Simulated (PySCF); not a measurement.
PySCF input (HF/def2-TZVPD):

```python
from pyscf import gto, scf, dft

mol = gto.M(
    atom='''
    H     0.02111205   -0.00143336    2.12185248
    N     0.01112652   -0.00075541    1.11826362
    C     0.00946073    1.12191629    0.33153769
    C    -0.00287711   -1.12236327    0.33014438
    C    -0.00584339    0.71143788   -0.97956154
    C    -0.01365831   -0.71011385   -0.98044408
    H     0.01917266    2.10750118    0.76352653
    H    -0.00400481   -2.10853097    0.76090912
    H    -0.01087228    1.35755136   -1.84125406
    H    -0.02578477   -1.35506260   -1.84293812
    ''',
    basis='def2-tzvpd',
    charge=0,
    spin=0,
    verbose=4,
)

mf = scf.RHF(mol).density_fit(auxbasis='def2-universal-jkfit')
mf.conv_tol = 1e-9
mf.max_cycle = 100
mf.max_memory = 1500
mf.kernel()
if not mf.converged:
    mf = mf.newton()
    mf.kernel(mf.make_rdm1())
mf.analyze()
```

End of the output:

```
Extra cycle  E= -208.889919610517  delta_E= -9.46e-11  |g|= 7.65e-06  |ddm|= 4.87e-05
converged SCF energy = -208.889919610517
**** SCF Summaries ****
Total Energy =                        -208.889919610516955
Nuclear Repulsion Energy =             161.249072064100432
One-electron Energy =                 -601.100029377053261
Two-electron Energy =                  230.961037702435846
Two-electron Coulomb Energy =          260.121400040836761
DFT Exchange-Correlation Energy =      -29.160362338400915
HOMO-LUMO gap [eV] =                    10.016173102571269
**** MO energy ****
MO #1   energy= -15.6042517772522  occ= 2
MO #2   energy= -11.2503453901144  occ= 2
MO #3   energy= -11.2503025519832  occ= 2
MO #4   energy= -11.2076755633113  occ= 2
MO #5   energy= -11.2066300679068  occ= 2
MO #6   energy= -1.2908297610811   occ= 2
MO #7   energy= -1.04166382310689  occ= 2
MO #8   energy= -0.976961494248989 occ= 2
MO #9   energy= -0.792611491480414 occ= 2
MO #10  energy= -0.766888471125626 occ= 2
MO #11  energy= -0.736493438950588 occ= 2
MO #12  energy= -0.592479720560814 occ= 2
MO #13  energy= -0.582799890761363 occ= 2
MO #14  energy= -0.567756561674339 occ= 2
MO #15  energy= -0.547765822047584 occ= 2
MO #16  energy= -0.52784624395869  occ= 2
MO #17  energy= -0.34716709134171  occ= 2
MO #18  energy= -0.298461047970349 occ= 2
MO #19  energy= 0.069626527400105  occ= 0
MO #20  energy= 0.0912443155208759 occ= 0
MO #21  energy= 0.0914111046106414 occ= 0
MO #22  energy= 0.114113303071151  occ= 0
MO #23  energy= 0.123718192181175  occ= 0
MO #24  energy= 0.158335813182138  occ= 0
MO #25  energy= 0.161538616063401  occ= 0
MO #26  energy= 0.195722728733031  occ= 0
MO #27  energy= 0.198085334220944  occ= 0
MO #28  energy= 0.200538423706213  occ= 0
MO #29  energy= 0.209383860104927  occ= 0
MO #30  energy= 0.220362518153797  occ= 0
MO #31  energy= 0.230568915054275  occ= 0
MO #32  energy= 0.232257430004494  occ= 0
MO #33  energy= 0.240771995952436  occ= 0
MO #34  energy= 0.278259158282183  occ= 0
MO #35  energy= 0.278676331096844  occ= 0
MO #36  energy= 0.292347203900528  occ= 0
MO #37  energy= 0.292440332028738  occ= 0
MO #38  energy= 0.322621045274177  occ= 0
MO #39  energy= 0.327932121730649  occ= 0
MO #40  energy= 0.329263490941995  occ= 0
MO #41  energy= 0.337896629700915  occ= 0
MO #42  energy= 0.348026497581432  occ= 0
MO #43  energy= 0.356253605159406  occ= 0
MO #44  energy= 0.358943909395836  occ= 0
MO #45  energy= 0.379076009890231  occ= 0
MO #46  energy= 0.380923045992843  occ= 0
MO #47  energy= 0.381587202803543  occ= 0
MO #48  energy= 0.383861807042178  occ= 0
MO #49  energy= 0.416118458247874  occ= 0
MO #50  energy= 0.429923393968068  occ= 0
MO #51  energy= 0.434406269166963  occ= 0
MO #52  energy= 0.438006990663216  occ= 0
MO #53  energy= 0.446922234776243  occ= 0
MO #54  energy= 0.447005887402016  occ= 0
MO #55  energy= 0.450395970633028  occ= 0
MO #56  energy= 0.466827308339168  occ= 0
MO #57  energy= 0.468046937591508  occ= 0
MO #58  energy= 0.488677017230119  occ= 0
MO #59  energy= 0.514507732229615  occ= 0
MO #60  energy= 0.515201113181041  occ= 0
MO #61  energy= 0.515562780318136  occ= 0
MO #62  energy= 0.528582519995024  occ= 0
MO #63  energy= 0.538663472316521  occ= 0
MO #64  energy= 0.547120717845427  occ= 0
MO #65  energy= 0.561393528865246  occ= 0
MO #66  energy= 0.565958302181854  occ= 0
MO #67  energy= 0.587498152998874  occ= 0
MO #68  energy= 0.607583961257363  occ= 0
MO #69  energy= 0.611943466809904  occ= 0
MO #70  energy= 0.613264619979132  occ= 0
MO #71  energy= 0.626801469111896  occ= 0
MO #72  energy= 0.644896648064229  occ= 0
MO #73  energy= 0.660746815112531  occ= 0
MO #74  energy= 0.671612344743927  occ= 0
MO #75  energy= 0.699598083830594  occ= 0
MO #76  energy= 0.720470727459894  occ= 0
MO #77  energy= 0.726622180952664  occ= 0
MO #78  energy= 0.732674945107677  occ= 0
MO #79  energy= 0.740240707464104  occ= 0
MO #80  energy= 0.783703491235432  occ= 0
MO #81  energy= 0.793638696799363  occ= 0
MO #82  energy= 0.810811378761525  occ= 0
MO #83  energy= 0.829219752937767  occ= 0
MO #84  energy= 0.84002379341475   occ= 0
MO #85  energy= 0.841318386186428  occ= 0
MO #86  energy= 0.870053771812759  occ= 0
MO #87  energy= 0.874948992842148  occ= 0
MO #88  energy= 0.879916216315884  occ= 0
MO #89  energy= 0.880056853013482  occ= 0
MO #90  energy= 0.882971182922249  occ= 0
MO #91  energy= 0.924821354058564  occ= 0
MO #92  energy= 0.942407220684639  occ= 0
MO #93  energy= 0.983527232081144  occ= 0
MO #94  energy= 0.989123972489579  occ= 0
MO #95  energy= 1.00886145403738   occ= 0
MO #96  energy= 1.01129305039485   occ= 0
MO #97  energy= 1.01436732764431   occ= 0
MO #98  energy= 1.08773940887989   occ= 0
MO #99  energy= 1.11843880908406   occ= 0
MO #100 energy= 1.13035903487066   occ= 0
MO #101 energy= 1.14082504528962   occ= 0
MO #102 energy= 1.1867166767826    occ= 0
MO #103 energy= 1.19836832902197   occ= 0
MO #104 energy= 1.2466812298702    occ= 0
MO #105 energy= 1.25124124189147   occ= 0
MO #106 energy= 1.27992910504692   occ= 0
MO #107 energy= 1.360433888869     occ= 0
[...]
```
